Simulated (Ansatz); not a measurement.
# C2H2F2 (vinylidene fluoride): levels of theory compared

We compute a comparison of 4 runs (HF/STO-3G, PBE0/6-31G*, wB97X/6-311G**, PBE/def2-SVPD) of C2H2F2 (vinylidene fluoride). 

The calculation is run with Ansatz 0.2.0.

4 further runs of the same task are left out: 1 for a known fault of the program, 1 that didn't finish, 2 set aside as unsound or not needed.

## (1) Starting point

C2H2F2 has 6 atoms, charge 0, and is taken as a singlet. As SMILES, `C=C(F)F`. The coordinates come from a PBE0-D4/def2-TZVP relaxation.

Bond lengths: C1–C2 1.315 Å, C2–F3 1.313 Å, C2–F4 1.313 Å, C1–H5 1.079 Å, C1–H6 1.079 Å. Angles: C1–C2–F3 125.2°, C1–C2–F4 125.2°, F3–C2–F4 109.6°, C2–C1–H5 119.7°, C2–C1–H6 119.7°, H5–C1–H6 120.6°.

## (2) Energy and gradient at HF/STO-3G (run 1)

File molecule.yaml:

```yaml
crystal:
  periodic: [false, false, false]
  atoms:
    - symbol: C
      position_ang: [-0.115900, 0.471000, -0.544400]
    - symbol: C
      position_ang: [0.105000, -0.394600, 0.420100]
    - symbol: F
      position_ang: [-0.454900, -0.363600, 1.607600]
    - symbol: F
      position_ang: [0.919200, -1.422100, 0.343000]
    - symbol: H
      position_ang: [0.394200, 0.360600, -1.488400]
    - symbol: H
      position_ang: [-0.805600, 1.284800, -0.384200]
basis:
  gaussian:
    orbitals: STO-3G
hamiltonian:
  xc: hf
accuracy: high
output: {forces: true, orbitals: {seedname: orbitals}}
```

Launch:

```
$ ansatz run molecule.yaml --threads 1 --pin off --max-ram 2610MiB --events-out events.jsonl --progress --plain --runs-dir runs
```

The log of the run:

```text
Warning: RAYON_NUM_THREADS=1 ignored (pool sized by the plan → 1); use --threads N
Functional definition: HF
  name "HF"
  exchange = exact_x
  correlation = 0
413 factors; integrals over basis functions are off by at most 4.8e-8 eV
mean field evaluation 1: about -7398.4187 eV, gradient 2.9e1 eV
mean field evaluation 2: about -7398.5586 eV, gradient 3.0e1 eV
mean field evaluation 4: about -7401.4028 eV, gradient 2.0e0 eV
mean field evaluation 8: about -7401.4246 eV, gradient 3.0e-4 eV
mean field -7401.42464672 eV, -271.9973389013 hartree, gradient 2.1e-8 eV, S^2 0.000000; 0 other end points of the search recorded, 0 dependent functions left out
the calculation of the forces begins
reference -7401.42464672 eV, -271.9973389013 hartree; 16, 16 occupied and 6, 6 virtual orbitals, 413 factors
Total energy: -7401.42464672 eV, -271.9973389013 hartree
Atom 0 at    -0.115900     0.471000    -0.544400 Å, force    -0.033619     0.127573    -0.140746 eV/Å
Atom 1 at     0.105000    -0.394600     0.420100 Å, force    -0.355775     1.394488    -1.553875 eV/Å
Atom 2 at    -0.454900    -0.363600     1.607600 Å, force    -1.187401     0.256513     2.198001 eV/Å
Atom 3 at     0.919200    -1.422100     0.343000 Å, force     1.605204    -1.894365    -0.372520 eV/Å
Atom 4 at     0.394200     0.360600    -1.488400 Å, force    -0.139063     0.154349     0.048961 eV/Å
Atom 5 at    -0.805600     1.284800    -0.384200 Å, force     0.110654    -0.038559    -0.179820 eV/Å
Dipole moment:    -0.021475     0.084117    -0.093741 e Å
```

Wall time 0.26 s (1 thread of Arm Neoverse V2, shared host).

## (3) Energy and gradient at PBE0/6-31G(d) (spherical functions) (run 2)

File job.yaml:

```yaml
crystal:
  periodic: [false, false, false]
  atoms:
    - symbol: C
      position_ang: [-0.115900, 0.471000, -0.544400]
    - symbol: C
      position_ang: [0.105000, -0.394600, 0.420100]
    - symbol: F
      position_ang: [-0.454900, -0.363600, 1.607600]
    - symbol: F
      position_ang: [0.919200, -1.422100, 0.343000]
    - symbol: H
      position_ang: [0.394200, 0.360600, -1.488400]
    - symbol: H
      position_ang: [-0.805600, 1.284800, -0.384200]
basis:
  gaussian: {orbitals: 6-31G_st_-spherical.json}
hamiltonian: {xc: pbe0}
accuracy: high
output: {forces: true, orbitals: {seedname: orbitals}}
```

The basis set 6-31G* is read from a file made from the Basis Set Exchange's data (not shown).

Launch:

```
$ ansatz run job.yaml --threads 1 --pin off --max-ram 2610MiB --events-out events.jsonl --progress --plain --runs-dir runs
```

The log of the run (excerpt; [...] marks lines left out):

```text
Warning: RAYON_NUM_THREADS=1 ignored (pool sized by the plan → 1); use --threads N
Functional definition: PBE0
  name "PBE0"
[...]
1354 factors; integrals over basis functions are off by at most 3.2e-9 eV
[...]
mean field -7531.45935726 eV, -276.7760263727 hartree, gradient 3.1e-8 eV, S^2 0.000000; 0 other end points of the search recorded, 0 dependent functions left out
[...]
reference -7531.45935841 eV, -276.7760264149 hartree; 16, 16 occupied and 44, 44 virtual orbitals, 1354 factors
Total energy: -7531.45935841 eV, -276.7760264149 hartree
Atom 0 at    -0.115900     0.471000    -0.544400 Å, force    -0.048423     0.186750    -0.206987 eV/Å
Atom 1 at     0.105000    -0.394600     0.420100 Å, force     0.036557    -0.143160     0.159598 eV/Å
Atom 2 at    -0.454900    -0.363600     1.607600 Å, force    -0.138882     0.049442     0.224421 eV/Å
Atom 3 at     0.919200    -1.422100     0.343000 Å, force     0.175210    -0.192245    -0.065012 eV/Å
Atom 4 at     0.394200     0.360600    -1.488400 Å, force     0.025982     0.020387    -0.091585 eV/Å
Atom 5 at    -0.805600     1.284800    -0.384200 Å, force    -0.050445     0.078826    -0.020435 eV/Å
Dipole moment:    -0.033965     0.133039    -0.148258 e Å
```

Wall time 3.6 s (1 thread of Arm Neoverse V2, shared host).

Run 3 isn't shown in full; the table further down has it.

## (4) Energy and forces at PBE/def2-SVPD (run 4)

File input.yaml:

```yaml
crystal:
  periodic: [false, false, false]
  atoms:
    - {symbol: C, position_ang: [-0.115900, 0.471000, -0.544400]}
    - {symbol: C, position_ang: [0.105000, -0.394600, 0.420100]}
    - {symbol: F, position_ang: [-0.454900, -0.363600, 1.607600]}
    - {symbol: F, position_ang: [0.919200, -1.422100, 0.343000]}
    - {symbol: H, position_ang: [0.394200, 0.360600, -1.488400]}
    - {symbol: H, position_ang: [-0.805600, 1.284800, -0.384200]}
basis:
  gaussian:
    orbitals: def2-SVPD
hamiltonian:
  xc: pbe
accuracy: high
output: {forces: true, orbitals: {seedname: orbitals}}
```

Launch:

```
$ ansatz run input.yaml --threads 1 --pin off --max-ram 2610MiB --events-out events.jsonl --progress --plain --runs-dir runs
```

The log of the run (excerpt; [...] marks lines left out):

```text
Warning: RAYON_NUM_THREADS=1 ignored (pool sized by the plan → 1); use --threads N
Functional definition: PBE
  name "PBE"
[...]
2063 factors; integrals over basis functions are off by at most 2.9e-9 eV
[...]
mean field -7526.46029898 eV, -276.5923143696 hartree, gradient 8.9e-8 eV, S^2 0.000000; 0 other end points of the search recorded, 0 dependent functions left out
[...]
reference -7526.46030228 eV, -276.5923144907 hartree; 16, 16 occupied and 86, 86 virtual orbitals, 2063 factors
Total energy: -7526.46030228 eV, -276.5923144907 hartree
Atom 0 at    -0.115900     0.471000    -0.544400 Å, force    -0.122612     0.477589    -0.530990 eV/Å
Atom 1 at     0.105000    -0.394600     0.420100 Å, force     0.047231    -0.184956     0.206152 eV/Å
Atom 2 at    -0.454900    -0.363600     1.607600 Å, force    -0.419031     0.048948     0.845460 eV/Å
Atom 3 at     0.919200    -1.422100     0.343000 Å, force     0.592766    -0.730202    -0.086072 eV/Å
Atom 4 at     0.394200     0.360600    -1.488400 Å, force     0.259057    -0.042902    -0.501359 eV/Å
Atom 5 at    -0.805600     1.284800    -0.384200 Å, force    -0.357412     0.431521     0.066808 eV/Å
Dipole moment:    -0.040622     0.159127    -0.177323 e Å
```

Run time: 5.7 s. Hardware: 1 thread of Arm Neoverse V2, shared host.

## (5) The series

| run | level | energy (Eh) | dipole moment (D) | HOMO energy (eV) | LUMO energy (eV) | wall time |
| --- | --- | --- | --- | --- | --- | --- |
| 1 | HF/STO-3G | -271.997339 | 0.61 | -8.19 | 8.66 | 0.26 s |
| 2 | PBE0/6-31G* (spherical functions) | -276.776026 | 0.97 | -7.39 | 1.12 | 3.6 s |
| 3 | wB97X/6-311G** | -277.078222 | 1.14 | -10.11 | 3.05 | 14 s |
| 4 | PBE/def2-SVPD | -276.592314 | 1.16 | -6.55 | -0.69 | 5.7 s |

## (6) Summary of results

| quantity | value |
| --- | --- |
| run 4: total energy | -276.59231 Eh |
| run 4: dipole moment | 1.16 D |
| run 4: HOMO energy | -6.55 eV |
| run 4: LUMO energy | -0.69 eV |
| run 4: HOMO–LUMO gap | 5.87 eV |
| run 4: largest force on an atom | 0.945 eV/Å |

The dipole moment (its size) runs from 0.61 D (HF/STO-3G) to 1.16 D (PBE/def2-SVPD). The two ends differ in method and basis. The HOMO–LUMO gap runs from 5.87 eV (PBE/def2-SVPD) to 16.85 eV (HF/STO-3G). Totals of different functionals can't be ranked against each other. In run 1 the basis is minimal, so the values are rough. All runs together took 24 s, the longest 14 s.
